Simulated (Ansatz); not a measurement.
Reaction (formal loss of a carbene): `N=CC(F)F` → `F[C]F` + `C=N`

Calculated with Ansatz (gas phase, PBE0-D4/def2-TZVP geometries, no zero-point term in ΔE). CBS: MP2 limit from def2 TZ/QZ plus the TZ coupled-cluster correction, frozen cores. This one scheme is used for every species. Functionals use def2-TZVPP. HSE06 is defined as in plane-wave codes. One conformer a species, not always the lowest.

```csv
level,ΔE (kJ/mol)
BLYP-D4,242.4
r2SCANh-D4,275.3
HSE06-D4,277.9
ωB97M-V,253.8
PBE-QIDH,280.7
BLYP,230.1
HSE06,273.6
CCSD/CBS(def2),259.7
```

Problem. What does CCSD(T)/CBS give? (An estimate is asked.)

Solution. Ansatz gave: +259.0 kJ/mol. The listed levels differ from it by -16.6, 16.3, 18.9, -5.2, 21.7, -28.9, 14.6, 0.7 kJ/mol.

Largest T1 diagnostic among the species: 0.017.

From BLYP to BHLYP (50 % exact exchange), in def2-TZVPP and without D4, ΔE moves by +32.2 kJ/mol. In def2-TZVPP, CCSD(T) changes the Hartree–Fock value by +22.2 kJ/mol (the triples alone add −0.7 kJ/mol) and MP2 by +42.6 kJ/mol. Leaving LDA and LC-ωPBE aside and taking each functional with its dispersion term where it has one, the values spread over 38.3 kJ/mol, from BLYP-D4 to PBE-QIDH. LDA lies +54.2 kJ/mol from PBE without D4.
